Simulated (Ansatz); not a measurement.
**HS (doublet): wave-function methods side by side, cc-pV(Q+d)Z**

The task here is to estimate one member of a computed series from the others.

Computed with Ansatz 0.2.0, Gaussian basis. Level: cc-pV(Q+d)Z, core rule «outside noble gas», up to 5 orbitals frozen.

To be run: UHF; CCSD(T) on ROHF; CCSD(T) on UHF; BCCD(T) on ROHF; CISD; CCSDT(Q) on ROHF; CCSDT(Q) on UHF; CASSCF and MRCISD+Q, 7 electrons in 5 orbitals; CASSCF and NEVPT2, 7 electrons in 5 orbitals.

9 further runs of the same task are left out: 9 set aside as unsound or not needed.

### The system

The geometry is an MP2(full)/6-31G* stationary point (not a proven minimum).

2 atoms, charge 0, spin multiplicity 2.

Atoms are counted from 1 here; the program's logs count them from 0.

Bond lengths: S1–H2 1.344 Å.

Geometry (Å):

```xyz
2
charge 0, multiplicity 2
S     0.0000    0.0000    0.0000
H     0.0000    0.0000    1.3444
```

Set-up of the first run:

in.yaml reads:

```yaml
crystal:
  periodic: [false, false, false]
  atoms:
    - {symbol: S, position_ang: [0.000000, 0.000000, 0.000000]}
    - {symbol: H, position_ang: [0.000000, 0.000000, 1.344413]}
basis:
  gaussian: {orbitals: "cc-pV(Q+d)Z.json"}
magnetization: {spin_polarized: true, initial_magnetization: 1}
hamiltonian: {xc: hf}
output: {orbitals: {seedname: orbitals}}
```

Started as:

```bash
ansatz run in.yaml --threads 1 --pin off --events-out ev --progress --plain --max-ram 2880MiB --backend cpu
```

Among the steps run: UHF; CCSD(T) on ROHF; CCSD(T) on UHF; BCCD(T) on ROHF; CISD; CCSDT(Q) on ROHF; CCSDT(Q) on UHF; CASSCF and MRCISD+Q, 7 electrons in 5 orbitals; CASSCF and NEVPT2, 7 electrons in 5 orbitals.

One table of the session follows, with a row left open; its other results are not shown here.

| method | from UCCSDT(Q) (kJ/mol) |
| --- | --- |
| ROHF | +532.0 |
| UHF | +516.8 |
| RMP2 | +80.5 |
| UMP2 | +83.7 |
| CISD | +44.6 |
| RCCSD | +23.2 |
| UCCSD | +22.6 |
| RCCSD(T) | +3.0 |
| UCCSD(T) | +3.0 |
| BCCD(T) | +3.0 |
| RCCSDT | +0.9 |
| UCCSDT | +0.8 |
| RCCSDT(Q) | +0.1 |
| UCCSDT(Q) | 0 |
| CASSCF valence | +482.7 |
| NEVPT2 valence | +108.8 |
| MRCISD valence | ? |
| MRCISD+Q valence | +5.2 |

Estimate the missing values for MRCISD valence.

As computed: from UCCSDT(Q) (kJ/mol): +38.1. In the column «from UCCSDT(Q) (kJ/mol)» it lies between RCCSD (+23.2) and CISD (+44.6).

Caveats from the session: Restricted and unrestricted rows rest on different reference determinants; where their highest levels disagree by more than a few hundredths of an eV, they describe different states and don't form one ladder.
